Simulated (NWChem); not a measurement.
## Ionisation of B (-1)

```
B
```
Charge -1, spin multiplicity 3.

The numbers come from NWChem runs, not from measurements.

Basis set: def2-TZVPD. −ε marks an orbital energy of the parent.

B3LYP has NWChem's definition, with VWN1-RPA local correlation. The stability of the SCF solutions was not checked. Open-shell Hartree-Fock references start from PBE0 orbitals.

### Question
For the first vertical ionisation energy, −ε(alpha HOMO) of B3LYP gives -2.24 eV and −ε(alpha HOMO) of PBE gives -2.89 eV. What do −ε(alpha HOMO) of LDA (SVWN5), −ε(alpha HOMO) of HF, G0W0@HF give?

### Answer
−ε(alpha HOMO) of LDA (SVWN5): -2.83 eV; −ε(alpha HOMO) of HF: 0.51 eV; G0W0@HF: 0.37 eV.
